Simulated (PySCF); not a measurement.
## Na2, PBE0: how much the basis matters

PySCF, UKS reference; singlet, unpaired electrons none; De to Na + Na without counterpoise correction.

| basis | relativity | functions | Re (Å) | ωe (cm⁻¹) | De (eV) |
| --- | --- | --- | --- | --- | --- |
| x2c-SVPall | spin-free X2C | 30 | 3.122 | 160 | 0.71 |
| 6-31G(d,p) | no relativity | 36 | 3.085 | 160 | 0.69 |
| jorge-DZP-DKH | spin-free X2C | 48 | 3.086 | 160 | 0.69 |
| def2-TZVP | no relativity | 64 | 3.101 | 160 | 0.69 |

Question: How does each smaller set differ from the one with most functions, def2-TZVP?

Answer: x2c-SVPall: +2.1 pm, +0.0 % in ωe, +0.02 eV in De; 6-31G(d,p): -1.6 pm, +0.0 % in ωe, +0.00 eV in De; jorge-DZP-DKH: -1.5 pm, +0.0 % in ωe, +0.00 eV in De. All at PBE0; the set with most functions is neither the basis-set limit nor always the best. The rows treat relativity differently, so the differences are not basis effects alone.

Closed-shell solutions of metal pairs were not tested for spin polarisation, which can lower them a little.
